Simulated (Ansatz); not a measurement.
The input, for Ansatz 0.2.0:

```yaml
crystal:
  periodic: [false, false, false]
  atoms:
    - {symbol: Al, position_ang: [0.083401, 0.569587, 1.938124]}
    - {symbol: Al, position_ang: [-0.081473, -1.139295, 0.006387]}
    - {symbol: Al, position_ang: [-0.004852, 0.545537, -1.945124]}
    - {symbol: H, position_ang: [0.078256, 0.647029, 0.016421]}
basis:
  gaussian: {orbitals: cc-pVDZ}
magnetization: {spin_polarized: true, initial_magnetization: 2}
hamiltonian: {xc: {name: B3LYP}}
correlation: {method: ccsd_t, electrons: outside_noble_gas}
accuracy: high
scf: {lower_state_search: off}
```

```sh
$ ansatz run in.yaml --threads 1 --pin off --events-out ev --progress --plain --max-ram 2393MiB
```

Roughly how long does this take on 1 thread of Arm Neoverse N1, shared host, and how much host memory?

19 s wall and 0.24 GiB.

```
these checks for a lower state are left out or cut short: stability, starts, cluster_reference, orbital_swaps, neighbouring_geometries, increment
1295 factors; integrals over basis functions are off by at most 3.4e-9 eV
mean field evaluation 1: about -19805.0116 eV, gradient 1.0e1 eV
mean field evaluation 2: about -19805.0602 eV, gradient 1.0e1 eV
mean field evaluation 4: about -19806.1422 eV, gradient 8.6e-1 eV
mean field evaluation 8: about -19806.1562 eV, gradient 1.1e-1 eV
mean field evaluation 16: about -19806.1565 eV, gradient 1.2e-4 eV
mean field evaluation 32: about -19806.1565 eV, gradient 7.2e-9 eV
mean field -19806.15654261 eV, -727.8628278459 hartree, gradient 7.3e-9 eV, S^2 2.017493; 0 other end points of the search recorded, 0 dependent functions left out
15 core orbitals not correlated: weight in the atoms' cores, before any rotation towards them, 1.000 or more for the frozen orbitals, at most 0.000 for the correlated occupied ones
reference -19761.84760751 eV, -726.2345045146 hartree; 6, 4 occupied and 38, 40 virtual orbitals, 1295 factors
second order -4.69434673 eV of doubles, -0.20845842 eV of singles
cycle   1  -5.40244227 eV  change   -5.0e-1 eV  update   9.8e-2
cycle   2  -5.65048276 eV  change   -2.5e-1 eV  update   3.7e-2
cycle   3  -5.71737409 eV  change   -6.7e-2 eV  update   1.6e-2
cycle   4  -5.72341301 eV  change   -6.0e-3 eV  update   6.2e-3
...
cycle  21  -5.72462874 eV  change    8.7e-9 eV  update   5.9e-8
cycle  22  -5.72462874 eV  change    5.6e-9 eV  update   4.2e-8
cycle  23  -5.72462873 eV  change    5.5e-9 eV  update   3.2e-8
cycle  24  -5.72462879 eV  change   -5.9e-8 eV  update   1.4e-7
cycle  25  -5.72462879 eV  change    5.5e-9 eV  update   5.0e-8
cycle  26  -5.72462879 eV  change   -1.2e-9 eV  update   1.8e-8
cycle  27  -5.72462879 eV  change    2.4e-9 eV  update   7.6e-9
cycle  28  -5.72462878 eV  change    1.4e-9 eV  update   3.3e-9
cycle  29  -5.72462878 eV  change   8.4e-11 eV  update   1.5e-9
cycle  30  -5.72462878 eV  change   1.3e-10 eV  update  8.7e-10
perturbative correction -0.34351418 eV, -0.0126239133 hartree
Total energy: -19767.91575048 eV, -726.4575046554 hartree
Checks for a lower state left out: stability, starts, cluster_reference, orbital_swaps, neighbouring_geometries, increment
```
